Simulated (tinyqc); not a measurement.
MP2 on RHF in the sto-6g basis, frozen core, for BH3, spin multiplicity 1, step by step (part 2 of 2). Computed by tinyqc, a small Python program that keeps every step (integrals from PySCF). Command: `OMP_NUM_THREADS=1 python tinyqc.py 29209 29210 out.jsonl` (the two numbers bound the seeds that draw the settings). One thread of a shared host (Intel(R) Xeon(R) Processor @ 2.60GHz), about 0.4 s of CPU time with the checks.

Geometry (angstrom):
```
atom          x          y         z
B      0.000000   0.000000  0.022000
H      1.192000   0.000000  0.000000
H     -0.596000   1.032000  0.000000
H     -0.596000  -1.032000  0.000000
```

## Iteration 7 (converged): orbitals

converged F (hartree):
```
            1B 1s      1B 2s     1B 2px     1B 2py     1B 2pz      2H 1s      3H 1s      4H 1s
1B 1s   -7.522228  -2.113267   0.000004   0.000000  -0.000374  -0.554871  -0.555195  -0.555195
1B 2s   -2.113267  -1.055275   0.000073   0.000000   0.006004  -0.564444  -0.564620  -0.564620
1B 2px   0.000004   0.000073  -0.205609   0.000000  -0.000003  -0.396636   0.198389   0.198389
1B 2py   0.000000   0.000000   0.000000  -0.205635   0.000000   0.000000  -0.343525   0.343525
1B 2pz  -0.000374   0.006004  -0.000003   0.000000   0.234534   0.005685   0.005688   0.005688
2H 1s   -0.554871  -0.564444  -0.396636   0.000000   0.005685  -0.406277  -0.157602  -0.157602
3H 1s   -0.555195  -0.564620   0.198389  -0.343525   0.005688  -0.157602  -0.406451  -0.157712
4H 1s   -0.555195  -0.564620   0.198389   0.343525   0.005688  -0.157602  -0.157712  -0.406451
```

X:
```
            1B 1s      1B 2s     1B 2px     1B 2py     1B 2pz      2H 1s      3H 1s      4H 1s
1B 1s    1.031770  -0.174693   0.000007   0.000000   0.000665   0.024535   0.024536   0.024536
1B 2s   -0.174693   1.433875  -0.000137   0.000000  -0.007519  -0.346582  -0.346780  -0.346780
1B 2px   0.000007  -0.000137   1.211349   0.000000   0.000003  -0.363626   0.181932   0.181932
1B 2py   0.000000   0.000000   0.000000   1.211365   0.000000   0.000000  -0.315006   0.315006
1B 2pz   0.000665  -0.007519   0.000003   0.000000   1.000139   0.006440   0.006444   0.006444
2H 1s    0.024535  -0.346582  -0.363626   0.000000   0.006440   1.273638  -0.018257  -0.018257
3H 1s    0.024536  -0.346780   0.181932  -0.315006   0.006444  -0.018257   1.273839  -0.018235
4H 1s    0.024536  -0.346780   0.181932   0.315006   0.006444  -0.018257  -0.018235   1.273839
```

Diagonalise F' = X^T F X, C = X C', fill 4 alpha and 4 beta electrons from the bottom; D = 2 C_occ C_occ^T. Each column has its largest component positive (the first on a tie).

F' = X^T F X (hartree):
```
           1          2          3          4          5          6          7          8
1  -7.349279  -1.111648  -0.000007   0.000000   0.000014  -0.084326  -0.084439  -0.084439
2  -1.111648  -0.118505  -0.000082   0.000000  -0.004510  -0.406861  -0.407019  -0.407019
3  -0.000007  -0.000082   0.173241   0.000000   0.000001  -0.491982   0.246092   0.246092
4   0.000000   0.000000   0.000000   0.173224   0.000000   0.000000  -0.426144   0.426144
5   0.000014  -0.004510   0.000001   0.000000   0.234746   0.007020   0.007025   0.007025
6  -0.084326  -0.406861  -0.491982   0.000000   0.007020   0.055792  -0.047339  -0.047339
7  -0.084439  -0.407019   0.246092  -0.426144   0.007025  -0.047339   0.055874  -0.047331
8  -0.084439  -0.407019   0.246092   0.426144   0.007025  -0.047339  -0.047331   0.055874
```

orbital energies (hartree): MO1 -7.524694, MO2 -0.667114, MO3 -0.465460, MO4 -0.465453, MO5 0.234485, MO6 0.685458, MO7 0.741854, MO8 0.741890

coefficients C:
```
              MO1        MO2        MO3        MO4        MO5        MO6        MO7        MO8
1B 1s    0.994241  -0.219123   0.000000  -0.000047  -0.007100  -0.245543   0.000779   0.000000
1B 2s    0.024465   0.552966   0.000000   0.000186   0.033694   1.462763  -0.004876   0.000000
1B 2px  -0.000002  -0.000121   0.000000   0.507331   0.000000   0.003583   1.186757   0.000000
1B 2py   0.000000   0.000000   0.507344   0.000000   0.000000   0.000000   0.000000   1.186787
1B 2pz  -0.000074  -0.003476   0.000000   0.000001   0.999468  -0.038879   0.000126   0.000000
2H 1s   -0.004308   0.282197   0.000000   0.517738  -0.010857  -0.745492  -0.986015   0.000000
3H 1s   -0.004310   0.282373   0.448319  -0.258753  -0.010852  -0.740989   0.496704  -0.856134
4H 1s   -0.004310   0.282373  -0.448319  -0.258753  -0.010852  -0.740989   0.496704   0.856134
```

D after iteration 7:
```
            1B 1s      1B 2s     1B 2px     1B 2py     1B 2pz      2H 1s      3H 1s      4H 1s
1B 1s    2.073062  -0.193688   0.000001   0.000000   0.001376  -0.132288  -0.132295  -0.132295
1B 2s   -0.193688   0.612740   0.000055   0.000000  -0.003848   0.312073   0.311978   0.311978
1B 2px   0.000001   0.000055   0.514769   0.000000   0.000002   0.525260  -0.262615  -0.262615
1B 2py   0.000000   0.000000   0.000000   0.514797   0.000000   0.000000   0.454904  -0.454904
1B 2pz   0.001376  -0.003848   0.000002   0.000000   0.000024  -0.001960  -0.001963  -0.001963
2H 1s   -0.132288   0.312073   0.525260   0.000000  -0.001960   0.695413  -0.108525  -0.108525
3H 1s   -0.132295   0.311978  -0.262615   0.454904  -0.001963  -0.108525   0.695392  -0.108567
4H 1s   -0.132295   0.311978  -0.262615  -0.454904  -0.001963  -0.108525  -0.108567   0.695392
```

Within a degenerate level the vectors are fixed only up to a rotation; this is one choice.

## Convergence

Stop when the energy changes by less than 1e-10 hartree and every element of the error matrix X^T (F D S - S D F) X is below 3e-06.

Course of the cycle:
```
iteration   E (hartree)     change  largest element of the error matrix
1          -24.14749076          -                             7.80e-01
2          -26.32267751  -2.18e+00                             1.11e-01
3          -26.32829299  -5.62e-03                             9.28e-03
4          -26.32831510  -2.21e-05                             3.93e-04
5          -26.32831546  -3.60e-07                             5.57e-05
6          -26.32831546  -2.88e-09                             8.22e-07
7          -26.32831546  -1.03e-12                             2.42e-07
```

PySCF RHF in the same basis = -26.32831546 hartree

Converged in 7 iterations.

## Integrals over molecular orbitals

core Hamiltonian H = T + V (hartree):
```
             1B 1s      1B 2s     1B 2px     1B 2py     1B 2pz      2H 1s      3H 1s      4H 1s
1B 1s   -13.776267  -3.430845   0.000013   0.000000   0.001078  -0.897171  -0.897702  -0.897702
1B 2s    -3.430845  -4.660482   0.000083   0.000000   0.008926  -2.016171  -2.016894  -2.016894
1B 2px    0.000013   0.000083  -3.970126   0.000000  -0.000002  -1.815290   0.908093   0.908093
1B 2py    0.000000   0.000000   0.000000  -3.970118   0.000000   0.000000  -1.572364   1.572364
1B 2pz    0.001078   0.008926  -0.000002   0.000000  -3.789175   0.035340   0.035357   0.035357
2H 1s    -0.897171  -2.016171  -1.815290   0.000000   0.035340  -3.171295  -0.473045  -0.473045
3H 1s    -0.897702  -2.016894   0.908093  -1.572364   0.035357  -0.473045  -3.171797  -0.473392
4H 1s    -0.897702  -2.016894   0.908093   1.572364   0.035357  -0.473045  -0.473392  -3.171797
```

Given earlier and not repeated: Two-electron integrals (ij|kl) in chemists' order.

(pq|rs) = sum C_ip C_jq C_kr C_ls (ij|kl), one index at a time.

one-electron integrals over orbitals h = C^T H C (hartree):
```
            1          2          3          4          5          6          7          8
1  -13.763634   0.299780   0.000000   0.000072   0.011063   0.320714  -0.001010   0.000000
2    0.299780  -3.795793   0.000000   0.000084  -0.006066  -0.623321   0.002120   0.000000
3    0.000000   0.000000  -3.537154   0.000000   0.000000   0.000000   0.000000  -0.626291
4    0.000072   0.000084   0.000000  -3.537004  -0.000006  -0.002172  -0.626418   0.000000
5    0.011063  -0.006066   0.000000  -0.000006  -3.788649   0.018137  -0.000054   0.000000
6    0.320714  -0.623321   0.000000  -0.002172   0.018137  -2.989416  -0.000547   0.000000
7   -0.001010   0.002120   0.000000  -0.626418  -0.000054  -0.000547  -3.157073   0.000000
8    0.000000   0.000000  -0.626291   0.000000   0.000000   0.000000   0.000000  -3.157049
```

Two-electron integrals over orbitals (pq|rs), unique and non-zero (hartree); the lowest 1 orbital is frozen and left out:
```
(22|22) 0.442616    (32|32) 0.121291    (33|22) 0.439019    (33|33) 0.492571
(42|22) -0.000074   (42|33) -0.063561   (42|42) 0.121234    (43|32) -0.063540
(43|43) 0.049284    (44|22) 0.438940    (44|33) 0.393893    (44|42) 0.063592
(44|44) 0.492604    (52|22) -0.000836   (52|33) -0.000553   (52|42) 8.78e-08
(52|44) -0.000553   (52|52) 0.068866    (53|32) -0.000787   (53|43) 0.000796
(53|53) 0.017814    (54|22) 5.62e-07    (54|33) 0.000797    (54|42) -0.000788
(54|44) -0.000797   (54|52) 0.000011    (54|54) 0.017812    (55|22) 0.462578
(55|33) 0.434692    (55|42) -0.000006   (55|44) 0.434670    (55|52) 0.005537
(55|54) 2.27e-06    (55|55) 0.587188    (62|22) 0.042574    (62|33) 0.022182
(62|42) 3.26e-06    (62|44) 0.022036    (62|52) -0.000297   (62|54) 4.34e-06
(62|55) 0.108391    (62|62) 0.071335    (63|32) -0.042572   (63|43) 0.040192
(63|53) 0.000928    (63|63) 0.058693    (64|22) 0.000183    (64|33) 0.040458
(64|42) -0.042885   (64|44) -0.040272   (64|52) 0.000007    (64|54) 0.000933
(64|55) 0.000342    (64|62) 0.000366    (64|64) 0.059079    (65|22) -0.002213
(65|33) -0.001006   (65|42) 0.000010    (65|44) -0.000996   (65|52) 0.065607
(65|54) 0.000067    (65|55) 0.000621    (65|62) -0.003536   (65|64) -0.000007
(65|65) 0.068674    (66|22) 0.440594    (66|33) 0.439299    (66|42) 0.000676
(66|44) 0.440014    (66|52) -0.003969   (66|54) -0.000007   (66|55) 0.462841
(66|62) 0.030025    (66|64) -0.000185   (66|65) -0.005064   (66|66) 0.459112
(72|22) -0.000144   (72|33) 0.024892    (72|42) -0.003642   (72|44) -0.025046
(72|52) -4.20e-08   (72|54) 0.001333    (72|55) -0.000364   (72|62) -0.000097
(72|64) 0.045999    (72|65) 0.000012    (72|66) -0.000160   (72|72) 0.048833
(73|32) 0.051732    (73|43) -0.023867   (73|53) -0.000686   (73|63) -0.030209
(73|73) 0.036447    (74|22) 0.046151    (74|33) 0.053238    (74|42) -0.051447
(74|44) 0.005945    (74|52) 0.002301    (74|54) 0.000681    (74|55) 0.097214
(74|62) 0.068017    (74|64) 0.030318    (74|65) -0.000788   (74|66) 0.028547
(74|72) 0.009317    (74|74) 0.104956    (75|22) 0.000005    (75|33) -0.001464
(75|42) 0.003075    (75|44) 0.001472    (75|52) -0.000214   (75|54) 0.016247
(75|55) -2.72e-06   (75|62) 0.000012    (75|64) -0.001130   (75|65) -0.000156
(75|66) 0.000033    (75|72) 0.000409    (75|74) -0.001304   (75|75) 0.020124
(76|22) -0.000014   (76|33) -0.057684   (76|42) 0.108940    (76|44) 0.057820
(76|52) 0.000015    (76|54) -0.001030   (76|55) 0.000030    (76|62) 0.000032
(76|64) -0.045489   (76|65) 0.000023    (76|66) 0.000714    (76|72) -0.009078
(76|74) -0.052717   (76|75) 0.002728    (76|76) 0.111358    (77|22) 0.458059
(77|33) 0.424501    (77|42) 0.027794    (77|44) 0.489566    (77|52) 0.000863
(77|54) -0.000847   (77|55) 0.477502    (77|62) 0.046432    (77|64) -0.036450
(77|65) -0.000557   (77|66) 0.467337    (77|72) -0.031110   (77|74) 0.043380
(77|75) 0.000468    (77|76) 0.028846    (77|77) 0.528494    (82|32) -0.003684
(82|43) 0.024983    (82|53) 0.001333    (82|63) 0.045954    (82|73) -0.009840
(82|82) 0.048841    (83|22) 0.046081    (83|33) 0.005837    (83|42) 0.051597
(83|44) 0.053364    (83|52) 0.002301    (83|54) -0.000682   (83|55) 0.097197
(83|62) 0.067969    (83|64) -0.030006   (83|65) -0.000779   (83|66) 0.029200
(83|72) -0.009906   (83|74) 0.036704    (83|75) 0.001313    (83|76) 0.053021
(83|77) 0.064879    (83|83) 0.105144    (84|32) 0.051601    (84|43) -0.023737
(84|53) -0.000682   (84|63) -0.030025   (84|73) 0.032365    (84|82) -0.009684
(84|84) 0.036253    (85|32) 0.003076    (85|43) -0.001466   (85|53) 0.016247
(85|63) -0.001121   (85|73) 0.001314    (85|82) 0.000408    (85|84) 0.001310
(85|85) 0.020122    (86|32) 0.108784    (86|43) -0.057488   (86|53) -0.001024
(86|63) -0.044916   (86|73) 0.053010    (86|82) -0.008911   (86|84) 0.052869
(86|85) 0.002725    (86|86) 0.110983    (87|32) -0.028849   (87|43) 0.033073
(87|53) 0.000857    (87|63) 0.036999    (87|73) -0.011430   (87|82) 0.031049
(87|84) -0.011306   (87|85) -0.000492   (87|86) -0.029606   (87|87) 0.034585
(88|22) 0.458090    (88|33) 0.489936    (88|42) -0.028503   (88|44) 0.424109
(88|52) 0.000862    (88|54) 0.000855    (88|55) 0.477507    (88|62) 0.046612
(88|64) 0.037116    (88|65) -0.000561   (88|66) 0.466970    (88|72) 0.030855
(88|74) 0.065123    (88|75) -0.000482   (88|76) -0.029402   (88|77) 0.460256
(88|83) 0.042924    (88|88) 0.528869
```

## Second-order Moller-Plesset energy

Hartree-Fock energy = -26.32831546 hartree

E2 = sum_ijab (ia|jb) [2 (ia|jb) - (ib|ja)] / (e_i + e_j - e_a - e_b) over occupied i, j and virtual a, b; the opposite-spin part is (ia|jb)^2 / denominator, the rest is same-spin, and SCS-MP2 scales them by 6/5 and 1/3.

Terms (the 40 largest of 74):
```
i  j  a  b    (ia|jb)    (ib|ja)  denominator       term
3  3  8  8   0.105144   0.105144    -2.414700  -0.004578
4  4  7  7   0.104956   0.104956    -2.414614  -0.004562
2  2  5  5   0.068866   0.068866    -1.803198  -0.002630
2  4  6  7   0.068017   0.045999    -2.559880  -0.002392
4  2  7  6   0.068017   0.045999    -2.559880  -0.002392
2  3  6  8   0.067969   0.045954    -2.559922  -0.002389
3  2  8  6   0.067969   0.045954    -2.559922  -0.002389
2  2  6  6   0.071335   0.071335    -2.705145  -0.001881
4  4  6  6   0.059079   0.059079    -2.301823  -0.001516
3  3  6  6   0.058693   0.058693    -2.301837  -0.001497
2  2  8  8   0.048841   0.048841    -2.818007  -0.000847
2  2  7  7   0.048833   0.048833    -2.817937  -0.000846
4  3  7  8   0.036704   0.032365    -2.414657  -0.000624
3  4  8  7   0.036704   0.032365    -2.414657  -0.000624
3  3  7  7   0.036447   0.036447    -2.414629  -0.000550
4  4  8  8   0.036253   0.036253    -2.414685  -0.000544
4  2  6  7   0.045999   0.068017    -2.559880  -0.000431
2  4  7  6   0.045999   0.068017    -2.559880  -0.000431
3  2  6  8   0.045954   0.067969    -2.559922  -0.000430
2  3  8  6   0.045954   0.067969    -2.559922  -0.000430
4  4  7  6   0.030318   0.030318    -2.358218  -0.000390
4  4  6  7   0.030318   0.030318    -2.358218  -0.000390
3  3  7  6  -0.030209  -0.030209    -2.358233  -0.000387
3  3  6  7  -0.030209  -0.030209    -2.358233  -0.000387
4  3  8  6  -0.030025  -0.030006    -2.358261  -0.000383
3  4  6  8  -0.030025  -0.030006    -2.358261  -0.000383
3  4  8  6  -0.030006  -0.030025    -2.358261  -0.000382
4  3  6  8  -0.030006  -0.030025    -2.358261  -0.000382
3  4  7  8   0.032365   0.036704    -2.414657  -0.000376
4  3  8  7   0.032365   0.036704    -2.414657  -0.000376
3  3  5  5   0.017814   0.017814    -1.399890  -0.000227
4  4  5  5   0.017812   0.017812    -1.399875  -0.000227
2  3  7  8  -0.009906  -0.009840    -2.616318  -0.000038
3  2  8  7  -0.009906  -0.009840    -2.616318  -0.000038
3  2  7  8  -0.009840  -0.009906    -2.616318  -0.000037
2  3  8  7  -0.009840  -0.009906    -2.616318  -0.000037
2  4  8  8  -0.009684  -0.009684    -2.616346  -0.000036
4  2  8  8  -0.009684  -0.009684    -2.616346  -0.000036
4  2  7  7   0.009317   0.009317    -2.616275  -0.000033
2  4  7  7   0.009317   0.009317    -2.616275  -0.000033
```

Pair energies (hartree; pair i-j sums ij and ji):
```
pair  opposite spin  same spin
2-2       -0.006204          0
3-2       -0.005415  -0.000380
3-3       -0.007627          0
4-2       -0.005412  -0.000380
4-3       -0.003513  -0.000016
4-4       -0.007630          0
```

MP2 correlation energy = -0.03657621 hartree

SCS-MP2 correlation energy = -0.04322001 hartree

MP2 total energy = -26.36489167 hartree
